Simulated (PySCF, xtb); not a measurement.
**A geometry optimisation of H2PSi+ with r2SCAN-D4/def2-SVP**

The starting geometry of this gas-phase singlet has its atoms placed at random.

```xyz
4

P     0.9085    0.0234    1.0588
Si    0.6235    0.2974   -1.0926
H     1.7703    0.1552   -0.6108
H    -0.3640   -1.2956   -1.2110
```

**Question.** One run relaxed it with r2SCAN-D4/def2-SVP. What is a likely outcome?

**Answer.** It ends as a structure given below by its coordinates. Distances that change by over a tenth: Si2–H3 (1.25 → 1.85 Å). Contacts that close: P1–H3 (1.88 → 1.52 Å), Si2–H4 (1.88 → 1.49 Å).

The energy falls by 3.46 eV over 14 steps:

| step | E − E(last) (eV) |
| --- | --- |
| 1 | 3.456 |
| 2 | 1.892 |
| 4 | 0.638 |
| 5 | 0.554 |
| 7 | 0.206 |
| 8 | 0.265 |
| 10 | 0.059 |
| 11 | 0.004 |
| 13 | 0.000 |
| 14 | 0.000 |

Final geometry (Å):

```xyz
4

P     1.2040    0.5803    0.8563
Si    0.1572   -0.3089   -0.6097
H     1.9654   -0.0760   -0.2826
H    -0.3680   -1.0157   -1.8113
```

From the same start GFN2-xTB reaches the same bonding as this run.

From so rough a start the end depends on the optimiser's path, so another program may land elsewhere. No frequencies were run, so the end isn't proven a minimum. Run with PySCF 2.14.0, 34 s on 2 threads of Arm Neoverse V1, with other jobs on the host.
